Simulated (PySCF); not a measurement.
What an electron can do to SiP

r²SCAN in PySCF with def2-TZVPPD on every atom, for the lowest determinant that a PBE0 search found; no spin–orbit coupling.

```csv
species,state (unpaired electrons),Re (Å),ωe (cm⁻¹),energy of the minimum from the neutral (eV),De (eV),dissociates to
SiP,doublet (π ↑),2.078,628,0.00,3.75,Si + P
SiP⁺,triplet (π ↑↑),2.225,502,8.91,3.15,Si⁺ + P
SiP⁻,singlet (closed shell),2.007,696,-2.89,5.30,Si⁻ + P
```

Work out the lowest energy to break SiP into atoms, from its vibrational ground state.

D0 = De − ωe/2 = 3.75 − 0.04 = 3.71 eV (r²SCAN/def2-TZVPPD).

Work out the ionisation energy of the Si atom at this level and the threshold of dissociative ionisation.

IE(Si) = 8.91 + 3.15 − 3.75 = 8.31 eV, so Si⁺ + P + e⁻ appears at D0 + IE(Si) = 12.02 eV (r²SCAN/def2-TZVPPD). The measured IE(Si) is 8.152 eV (NIST ASD).

Work out the electron affinity of the Si atom and the threshold of dissociative attachment.

EA(Si) = 3.75 − 5.30 − (-2.89) = 1.34 eV, so Si⁻ + P needs D0 − EA(Si) = 2.37 eV (r²SCAN/def2-TZVPPD). The measured EA(Si) is 1.39 eV.

These are thermodynamic thresholds; the onsets seen under electron impact lie higher where the geometry changes, and cross-sections peak well above them.

For an ion De counts to the pair picked by the measured ionisation energies or electron affinities, which need not be the lowest pair at this level. States were picked by a PBE0 search and need not be the measured ground states.
